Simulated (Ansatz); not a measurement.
**Molecular dynamics of H7NSi2**

input.yaml

```yaml
crystal:
  periodic: [false, false, false]
  atoms:
    - { symbol: Si, position_ang: [0.052907, -0.05197, -0.08805] }
    - { symbol: Si, position_ang: [0.000366, -0.011766, 2.268878] }
    - { symbol: H, position_ang: [-1.388524, -0.1338, 2.801438] }
    - { symbol: H, position_ang: [0.807048, -1.131311, 2.837319] }
    - { symbol: H, position_ang: [0.580002, 1.25998, 2.792556] }
    - { symbol: "N", position_ang: [1.630541, 0.070142, -0.824588] }
    - { symbol: H, position_ang: [2.274337, -0.703537, -0.701089] }
    - { symbol: H, position_ang: [2.131051, 0.947522, -0.736281] }
    - { symbol: H, position_ang: [-0.761607, 1.085916, -0.599245] }
    - { symbol: H, position_ang: [-0.553219, -1.331174, -0.552337] }
basis:
  gaussian: { orbitals: "6-31G*" }
hamiltonian:
  xc: b3lyp
  dispersion: d4
md:
  timestep: 0.5
  n_steps: 250
  ensemble: nve
  temperature: 500.0
  initial_velocities: maxwell_boltzmann
  seed: 962122
```

Launched with:

```bash
$ ansatz run input.yaml --threads 1 --pin off --max-ram 2048MiB --backend cpu --events-out ev --progress --plain --runs-dir out
```

It starts from a relaxed structure.

Output, in part (step lines, the closing report, with atoms numbered from 0):

```
md step     0: t =     0.00 fs  T =   500.0 K  F+E_penalty+E_count = -17360.03667901 eV  E_kin = 0.517040 eV  conserved = -17359.51963902 eV  (25 SCF iters)
[... lines left out ...]
Total energy: -17359.75207921 eV, -637.9591220484 hartree
Atom 0 at     0.021903    -0.068247    -0.086998 Å, force     1.115187     0.116264    -0.768848 eV/Å
Atom 1 at    -0.005564    -0.009479     2.249537 Å, force     1.126375     0.743242     0.092878 eV/Å
Atom 2 at    -1.218767     0.176096     3.059648 Å, force    -0.413058     0.040233    -0.000705 eV/Å
Atom 3 at     0.661151    -1.269869     2.725828 Å, force    -0.056782     0.199042    -0.084289 eV/Å
Atom 4 at     0.926933     1.173695     2.532394 Å, force    -0.353104    -0.517285     0.200744 eV/Å
Atom 5 at     1.670062     0.101339    -0.766988 Å, force    -1.210946     1.217472     0.721007 eV/Å
Atom 6 at     2.296255    -0.664588    -0.948010 Å, force     0.246799    -0.007015     0.198090 eV/Å
Atom 7 at     2.109568     1.030527    -0.609159 Å, force    -0.069911    -1.257619    -0.275812 eV/Å
Atom 8 at    -0.772799     0.936882    -0.860122 Å, force    -0.197072    -0.077223     0.384899 eV/Å
Atom 9 at    -0.433394    -1.432880    -0.349036 Å, force    -0.187487    -0.457111    -0.467964 eV/Å
Dipole moment:     0.149370     0.007735    -0.051144 e Å
```

The steps, from the saved trajectory:

| time (fs) | T (K) | potential energy less start (eV) | conserved less start (meV/atom) |
| --- | --- | --- | --- |
| 0 | 500 | 0.000 | 0.00 |
| 4 | 330 | 0.176 | 0.09 |
| 8 | 181 | 0.331 | 0.10 |
| 12 | 112 | 0.403 | 0.13 |
| 16 | 212 | 0.298 | 0.08 |
| 20 | 310 | 0.197 | 0.06 |
| 24 | 271 | 0.237 | 0.05 |
| 28 | 239 | 0.271 | 0.06 |
| 32 | 271 | 0.237 | 0.06 |
| 36 | 282 | 0.226 | 0.07 |
| 40 | 296 | 0.211 | 0.08 |
| 44 | 243 | 0.266 | 0.09 |
| 48 | 177 | 0.335 | 0.11 |
| 52 | 203 | 0.307 | 0.06 |
| 56 | 151 | 0.362 | 0.11 |
| 60 | 270 | 0.238 | 0.05 |
| 64 | 321 | 0.185 | 0.06 |
| 68 | 332 | 0.174 | 0.05 |
| 72 | 284 | 0.225 | 0.08 |
| 76 | 185 | 0.327 | 0.09 |
| 80 | 148 | 0.365 | 0.10 |
| 84 | 171 | 0.341 | 0.09 |
| 88 | 187 | 0.325 | 0.10 |
| 92 | 301 | 0.206 | 0.05 |
| 96 | 309 | 0.198 | 0.06 |
| 100 | 312 | 0.195 | 0.07 |
| 104 | 295 | 0.212 | 0.06 |
| 108 | 188 | 0.324 | 0.13 |
| 112 | 227 | 0.283 | 0.08 |
| 116 | 201 | 0.310 | 0.11 |
| 120 | 264 | 0.245 | 0.05 |
| 124 | 242 | 0.267 | 0.07 |

The run went to its last step. The conserved energy stayed within 0.14 meV per atom of its start (net change 0.096 meV per atom), so the integration is sound. Over the second half the temperature averaged 0.50 of the 500 K drawn at the start: a run that starts near a minimum puts about half its kinetic energy into the potential. A run of 0.12 ps of so small a system gives no equilibrium averages.

The same pairs are bonded in the first frame and the last. Pairs count as bonded within 1.25 times the sum of covalent radii (0.12 Å more for H–H).

Last frame:

```xyz
10
Properties=species:S:1:pos:R:3
Si 0.022 -0.068 -0.087
Si -0.006 -0.009 2.249
H -1.219 0.176 3.060
H 0.661 -1.270 2.726
H 0.927 1.174 2.532
N 1.670 0.101 -0.767
H 2.296 -0.665 -0.948
H 2.110 1.030 -0.609
H -0.773 0.937 -0.860
H -0.433 -1.433 -0.349
```

Time of the run: 12 min on 1 thread of Arm Neoverse V1 (shared host), peak memory 0.13 GiB.
